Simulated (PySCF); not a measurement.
C5H9Cl.
Atom-mapped SMILES: `[CH3:1][CH2:2][CH2:3]/[CH:4]=[CH:5]\[Cl:6]` (hydrogens: H7, H8, H9 on C1; H10, H11 on C2; H12, H13 on C3; H14 on C4; H15 on C5)

A PySCF run (density fitting, gas phase, GFN2-xTB geometry) gave HOMO -6.81 eV, LUMO 0.24 eV, dipole 1.51 D and E = -656.000 Eh.

Question: Which of these levels was it?
A. B3LYP/aug-pcSseg-1
B. HF/def2-SVPD
C. HCTH407/aug-pcSseg-1
D. X3LYP/cc-pVDZ
E. PBE0/pcSseg-1

Answer: D. It is X3LYP/cc-pVDZ. All candidates on this geometry:

```json
{"level and settings": "HCTH407/aug-pcSseg-1", "kind": "GGA", "basis functions": "244", "SCF cycles": "15", "E (Eh)": "-656.1671", "HOMO (eV)": "-6.21", "LUMO (eV)": "-1.11", "dipole (D)": "1.58"}
{"level and settings": "B3LYP/aug-pcSseg-1", "kind": "global hybrid", "basis functions": "244", "SCF cycles": "14", "E (Eh)": "-656.1200", "HOMO (eV)": "-6.97", "LUMO (eV)": "-0.40", "dipole (D)": "1.64"}
{"level and settings": "X3LYP/cc-pVDZ", "kind": "global hybrid", "basis functions": "133", "SCF cycles": "13", "E (Eh)": "-656.0004", "HOMO (eV)": "-6.81", "LUMO (eV)": "0.24", "dipole (D)": "1.51"}
{"level and settings": "PBE0/pcSseg-1", "kind": "global hybrid", "basis functions": "154", "SCF cycles": "13", "E (Eh)": "-655.6922", "HOMO (eV)": "-7.20", "LUMO (eV)": "0.10", "dipole (D)": "1.66"}
{"level and settings": "HF/def2-SVPD, fitting basis def2-universal-jkfit, level shift 0.2 Eh", "kind": "Hartree–Fock", "basis functions": "199", "SCF cycles": "12", "E (Eh)": "-653.7868", "HOMO (eV)": "-9.74", "LUMO (eV)": "2.73", "dipole (D)": "1.89"}
```

The nearest other candidate, by the summed differences of HOMO and LUMO, is PBE0/pcSseg-1: its HOMO differs by -0.39 eV and its LUMO by -0.14 eV. Cycle counts include a coarse-grid stage where the run had one. At HF/def2-SVPD the closed-shell solution lies near or past a triplet instability.

Shape of the structure used: `[CH3:1][CH2:2][CH2:3]/[CH:4]=[CH:5]\[Cl:6]`: C1–C2–C3–C4 -65°, C2–C3–C4–C5 121°.
